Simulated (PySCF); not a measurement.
These 2 structures share the formula C2H5N. Computed with PBE0-D3(BJ)/def2-SVP geometry optimisation, gas phase (PySCF). One conformer each; no zero-point energy, no entropy. No frequencies were run at this level. Point groups hold within 0.08 Å.

Problem. Order them by energy at this level, lowest first, and give relative energies in kcal/mol.
A. Z-ethanimine (`[H]/N=C\C`)
B. aziridine (`C1CN1`)

Solution. A (0.0), B (15.7).

As drawn, the lower has a C=N bond, which the higher lacks; the higher has a three-membered ring, which the lower lacks.

```
   SMILES      E (Eh)  E rel (kcal/mol)  dipole (D)  point group        A, B, C (MHz)
[H]/N=C\C  -133.69242               0.0        2.44      near Cs    50453, 9849, 8686
    C1CN1  -133.66738              15.7        1.69           Cs  23367, 21237, 13631
```

Problem. How do the relative energies change in single points at B3LYP/pcSseg-2 (no added dispersion term) on the same geometries?

Solution. 
```csv
SMILES,PBE0-D3(BJ)/def2-SVP (kcal/mol),B3LYP/pcSseg-2 (kcal/mol),shift
[H]/N=C\C,0.0,0.0,0.0
C1CN1,15.7,21.0,+5.3
```

Each column counts from its own lowest isomer. The order is unchanged; the largest shift is 5.3 kcal/mol.
